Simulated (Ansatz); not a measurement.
System: fcc Ni. Method: r²SCAN (Ansatz, a quantum-chemistry and plane-wave program, plane waves, PAW).

Run with plane-wave cutoff 560 eV, 26×26×26 k mesh, Fermi–Dirac smearing 0.05 eV, spin-polarised with parallel moments, scalar-relativistic PAW data made under PBE.

Response to compression and expansion:

```tsv
V (Å³/atom)	P (GPa)	moment (μB per cell of 1 atoms)
9.885	15.79	0.71
10.095	9.88	0.71
10.306	4.63	0.72
10.516	-0.01	0.73
10.726	-4.12	0.74
10.937	-7.74	0.75
11.147	-10.95	0.76
```
